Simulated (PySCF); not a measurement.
Molecule: SMILES C=CC(F)(F)F, C3H3F3.

Atoms are numbered as in `[CH2:1]=[CH:2][C:3]([F:4])([F:5])[F:6]`; H(Xn) means a hydrogen on atom n. Ha(C1) is cis to C3; Hb(C1) is trans to C3.

Geometry PBE0-D3(BJ)/def2-SVP throughout; GIAO in PySCF 2.14, gas phase, one conformer, non-relativistic; equivalent atoms averaged; basis pcSseg-2.

For orientation, BP86 gives these shifts δ (against TMS, CFCl3 at the same level): C2 139.4, C1 129.9, C3 137.1, F4/F5/F6 -96.7, Ha(C1) 6.10, H(C2) 6.19, Hb(C1) 5.72 ppm.

A run gave: C2 139.9, C1 130.3, C3 137.3, F4/F5/F6 -96.6, Ha(C1) 6.11, H(C2) 6.22, Hb(C1) 5.74 ppm (shifts δ (against TMS, CFCl3 at the same level)).

Which functional was used in that run?
A. LDA
B. CAM-B3LYP
C. PBE
D. wB97X-D

Results:

C. C1 tells them apart best: PBE gives 130.3, LDA gives 136.7, CAM-B3LYP gives 136.0, wB97X-D gives 134.9 ppm.
